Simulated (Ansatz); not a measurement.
**The cluster Cu₂O: the relaxed shape and its frontier levels**

What does the cluster Cu₂O look like as a singlet, and where do its frontier electrons sit?

Method: RKS PBE0-D4/def2-TZVP; program: Ansatz 0.2.0, Gaussian basis.

Levels to be run: relaxation at r2SCAN-D4/def2-TZVP; a single point at PBE0-D4/def2-TZVP.

### Step 1. The starting structure

3 atoms, charge 0, spin multiplicity 1.

Atoms are counted from 1 here; the program's logs count them from 0.

Bond lengths: Cu1–O3 1.750 Å, Cu2–O3 1.750 Å. Angles: Cu1–O3–Cu2 82.5°.

Geometry (Å):

```xyz
3
Cu2O
Cu   -0.06549   -1.23253   -0.01523
Cu   -0.76989    0.96439    0.01976
O     0.83539    0.26813   -0.00453
```

No spin-orbit coupling is included.

The start is a GFN1-xTB geometry.

### Step 2. Relaxation at r2SCAN-D4/def2-TZVP

File in.yaml:

```yaml
crystal:
  periodic: [false, false, false]
  atoms:
    - {symbol: Cu, position_ang: [-0.065490, -1.232530, -0.015230]}
    - {symbol: Cu, position_ang: [-0.769890, 0.964390, 0.019760]}
    - {symbol: O, position_ang: [0.835390, 0.268130, -0.004530]}
basis:
  gaussian: {orbitals: def2-TZVP}
hamiltonian: {xc: r2scan, dispersion: d4}
scf: {lower_state_search: "off"}
output: {orbitals: {seedname: orbitals}}
relax: {f_tol: 0.02, max_steps: 100}
```

Launch:

```
> ansatz run in.yaml --threads 2 --pin off --events-out ev --progress --plain --max-ram 4352MiB
```

The runs that follow: Single point, PBE0-D4/def2-TZVP.

Q: Predict the results of all the runs planned. Wanted: point group; commonest bond; HOMO, LUMO at PBE0-D4/def2-TZVP; dipole at r2SCAN-D4/def2-TZVP.

The runs gave:

```
                       quantity                           value
                    point group                             C2v
                 commonest bond  Cu–O, 2 of mean length 1.758 Å
HOMO, LUMO at PBE0-D4/def2-TZVP                 -5.95, -2.35 eV
  dipole at r2SCAN-D4/def2-TZVP                          3.83 D
```

What this shows: The molecule keeps its bonding pattern by the stored test; the atoms moved 0.06 Å (rms). No usable vibrations, so a minimum isn't proven. Whether this spin is the lowest isn't tested here.
